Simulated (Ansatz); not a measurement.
# BC+ (singlet): the correlation ladder at distance B1–C2 = 4.202 Å, cc-pVDZ

The task here is to estimate one member of a computed series from the others.

Program: Ansatz 0.2.0, Gaussian basis. Level of theory: cc-pVDZ, core rule «outside noble gas», up to 2 orbitals frozen. These are calculated values, not measurements.

The runs, in order: UHF; CCSD(T) on RHF; CCSD(T) on UHF; BCCD(T) on RHF; CISD; CCSDT(Q) on RHF; CCSDT(Q) on UHF; CCSDTQ on RHF; CASSCF and MRCISD+Q, 2 electrons in 2 orbitals; CASSCF and NEVPT2, 2 electrons in 2 orbitals; CASSCF and MRCISD+Q, 6 electrons in 8 orbitals; CASSCF and NEVPT2, 6 electrons in 8 orbitals; Full CI.

18 further runs of the same task are left out: 1 for a known fault of the program, 1 for a mislabelled method, 14 that didn't finish, 2 set aside as unsound or not needed.

### What is computed

The geometry derives from a PBE0/def2-TZVP stationary point (not a proven minimum). One bond is set to the value named and the two fragments are kept rigid.

2 atoms, charge 1, spin multiplicity 1.

Atoms are counted from 1 here; the program's logs count them from 0.

No contacts short enough for the rule that draws bonds.

As a file:

```xyz
2
charge 1, multiplicity 1
B     0.0000    0.0000    0.0000
C     0.0000    0.0000    4.2020
```

Set-up of the first run:

in.yaml reads:

```yaml
crystal:
  periodic: [false, false, false]
  atoms:
    - {symbol: B, position_ang: [0.000000, 0.000000, 0.000000]}
    - {symbol: C, position_ang: [0.000000, 0.000000, 4.202000]}
basis:
  gaussian: {orbitals: cc-pVDZ}
total_charge: 1
magnetization: {spin_polarized: true, initial_magnetization: 0}
hamiltonian: {xc: hf}
output: {orbitals: {seedname: orbitals}}
```

Started as:

```bash
$ ansatz run in.yaml --threads 1 --pin off --events-out ev --progress --plain --max-ram 2393MiB
```

Among the steps run: UHF; CCSD(T) on RHF; CCSD(T) on UHF; BCCD(T) on RHF; CISD; CCSDT(Q) on RHF; CCSDT(Q) on UHF; CCSDTQ on RHF; CASSCF and MRCISD+Q, 2 electrons in 2 orbitals; CASSCF and NEVPT2, 2 electrons in 2 orbitals; CASSCF and MRCISD+Q, 6 electrons in 8 orbitals; CASSCF and NEVPT2, 6 electrons in 8 orbitals; Full CI.

One of the session's tables, all rows but one given; the rest of the session is left out.

| method | from FCI (meV) |
| --- | --- |
| RHF | +4520.1 |
| RMP2 | +1810.9 |
| CISD | +618.7 |
| RCCSD | +173.3 |
| RCCSD(T) | +90.8 |
| BCCD(T) | +90.1 |
| RCCSDT | +66.7 |
| RCCSDT(Q) | +35.0 |
| RCCSDTQ | ? |
| FCI | 0 |

Q: Estimate the row for RCCSDTQ from the others.

**Answer.** from FCI (meV): +0.4. In the column «from FCI (meV)» it lies between FCI (0) and RCCSDT(Q) (+35.0).

Left out of the table: CASSCF pair, NEVPT2 pair, MRCISD pair, MRCISD+Q pair, CASSCF valence, NEVPT2 valence, MRCISD valence, MRCISD+Q valence (the active space lost an orbital or holds another state than full CI finds).

Caveats from the session: Left out of the table: UHF, UMP2, UCCSD, UCCSD(T), UCCSDT, UCCSDT(Q) (another determinant or state than the rows shown). Warnings in the runs' records: passed over end.
